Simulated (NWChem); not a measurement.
Correlation energy of ClNa

```xyz
2

Na     0.0000     0.0000    -1.4209
Cl     0.0000     0.0000     0.9194
```
Charge 0, spin multiplicity 1.

All runs are NWChem calculations. The geometry was optimised at B3LYP/def2-SVP, a minimum by its harmonic frequencies.

Basis set: cc-pVTZ. Each correlation energy counts from its own Hartree-Fock reference.

```
method        correlation energy (mHa)  difference from CCSD(T)
------------  ------------------------  -----------------------
MP2                             -211.8                    +25.1
SCS-MP2                         -208.4                    +28.5
CR-CCSD[T]                      -235.7                     +1.2
CR-CCSD(T)                      -235.6                     +1.3
CCSD                            -228.5                     +8.4
CCSD+T(CCSD)                    -237.0                     -0.1
CCSD(T)                         -236.9                      0.0
```

The values span 28.6 mHa, from CCSD+T(CCSD) (lowest) to SCS-MP2 (highest). 

The correlated methods keep 6 core orbitals frozen. The structure started from a generated list of species. No row is a measurement; the coupled-cluster row has its own basis-set and correlation limits.
